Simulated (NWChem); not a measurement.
# Ionisation of H (-1)

SMILES: [H-]
```xyz
1

H      0.0000     0.0000     0.0000
```
Charge -1, spin multiplicity 1.

Everything below was run with NWChem.

Basis set: def2-TZVPD. −ε marks an orbital energy of the parent.

B3LYP has NWChem's definition, with VWN1-RPA local correlation.

Problem. Order these methods by the first vertical ionisation energy they give, lowest first: −ε(HOMO) of HF, −ε(HOMO) of B3LYP, −ε(HOMO) of LDA (SVWN5), −ε(HOMO) of BLYP, G0W0@LDA (SVWN5).

Solution. −ε(HOMO) of BLYP (-3.95 eV), −ε(HOMO) of LDA (SVWN5) (-3.81 eV), −ε(HOMO) of B3LYP (-2.87 eV), G0W0@LDA (SVWN5) (-0.08 eV), −ε(HOMO) of HF (0.09 eV)
